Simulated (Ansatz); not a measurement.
This geometry of CH4BS (7 atoms, charge 0, multiplicity 2) is a first-order saddle point.

Computed with Ansatz 0.2.0, UKS r2SCAN-D4/def2-SVP.

```xyz
7
Properties=species:S:1:pos:R:3
B -1.066 -0.031 -0.971
C -0.052 0.176 0.170
S 1.734 0.384 -0.274
H -2.261 -0.163 -0.848
H -0.157 -0.662 0.886
H -0.368 1.061 0.758
H 2.170 -0.766 0.279
```

**Question.** Which two structures does it join? (They come from a converged band through this point; their orientation in space is the band's.)

**Answer.** No bond is made or broken. The dihedral H5–C2–S3–H7 goes from -59 to 94°.

First end point:

```xyz
7
Properties=species:S:1:pos:R:3
B -1.137 0.269 -0.934
C -0.042 -0.017 0.112
S 1.661 -0.041 -0.555
H -2.325 0.334 -0.733
H -0.300 -0.983 0.592
H -0.151 0.748 0.908
H 2.294 -0.309 0.611
```

Last end point:

```xyz
7
Properties=species:S:1:pos:R:3
B -0.856 0.013 -0.892
C -0.044 0.086 0.412
S 1.790 0.166 0.322
H -2.057 0.064 -1.004
H -0.368 -0.796 1.007
H -0.376 0.956 1.010
H 1.911 -0.488 -0.854
```

**Question.** How far does it lie above each of them?

**Answer.** 0.103 eV above the first and 0.095 eV above the second. This is the barrier of this one path; another mechanism may lie lower.

The run took 54 s on 2 threads of Intel(R) Xeon(R) Platinum 8488C (Sapphire Rapids), with other jobs on the host, peak memory 0.2 GiB.
